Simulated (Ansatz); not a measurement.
Process, species as SMILES: C(F)F → [CH2]F (CH2-F) + F atom
B3LYP-D3(BJ)/def2-TZVP geometries, fixed; electronic energies without zero-point terms.

Basis-set convergence of the bond dissociation energy at wB97M-V with Ansatz (a first-principles code). Cartesian d functions, on some or all atoms, in 6-31G*, 6-31+G*; all else is spherical. The program fits the integrals of some runs and decomposes those of others, by size. Open shells are unrestricted. The functional holds VV10 correlation; no added dispersion term, no relativity. Functions are those of the species that has most. Reference: the value in aug-pcseg-3, 123.30 kcal/mol, itself unsure by roughly 0.11 kcal/mol (its mean distance from aug-cc-pVQZ, cc-pV5Z, def2-QZVPPD). Deviations are taken from unrounded values.

```tsv
basis	functions	bond dissociation energy (kcal/mol)
6-31G*	49	126.53
6-31+G*	61	123.30
cc-pVDZ	52	123.37
aug-cc-pVDZ	87	122.65
def2-SVP	52	126.48
def2-SVPD	82	125.30
pcseg-1	52	123.10
aug-pcseg-1	87	124.77
6-311G**	66	122.73
6-311+G**	78	121.22
def2-TZVP	105	123.29
def2-TZVPD	135	122.99
cc-pVTZ	118	123.89
aug-cc-pVTZ	184	123.20
pcseg-2	118	123.31
aug-pcseg-2	184	123.34
def2-TZVPP	121	123.28
def2-TZVPPD	151	123.03
cc-pVQZ	225	123.65
aug-cc-pVQZ	332	123.19
def2-QZVPP	231	123.19
def2-QZVPPD	261	123.09
pcseg-3	246	123.32
aug-pcseg-3	353	123.30
```

What the diffuse functions change, pair by pair:
- 6-31G* to 6-31+G*: 12 more functions, deviation 3.23 to 0.00 kcal/mol
- cc-pVDZ to aug-cc-pVDZ: 35 more functions, deviation 0.07 to -0.65 kcal/mol
- def2-SVP to def2-SVPD: 30 more functions, deviation 3.18 to 2.00 kcal/mol
- pcseg-1 to aug-pcseg-1: 35 more functions, deviation -0.19 to 1.47 kcal/mol
- 6-311G** to 6-311+G**: 12 more functions, deviation -0.57 to -2.08 kcal/mol
- def2-TZVP to def2-TZVPD: 30 more functions, deviation -0.01 to -0.31 kcal/mol
- cc-pVTZ to aug-cc-pVTZ: 66 more functions, deviation 0.59 to -0.10 kcal/mol
- pcseg-2 to aug-pcseg-2: 66 more functions, deviation 0.01 to 0.04 kcal/mol
- def2-TZVPP to def2-TZVPPD: 30 more functions, deviation -0.02 to -0.27 kcal/mol
- cc-pVQZ to aug-cc-pVQZ: 107 more functions, deviation 0.35 to -0.11 kcal/mol
- def2-QZVPP to def2-QZVPPD: 30 more functions, deviation -0.11 to -0.20 kcal/mol
- pcseg-3 to aug-pcseg-3: 107 more functions, deviation 0.02 to 0.00 kcal/mol

Leaving out the reference's own pair, they bring the value nearer the reference by more than 0.11 kcal/mol in 4 of 11 pairs.
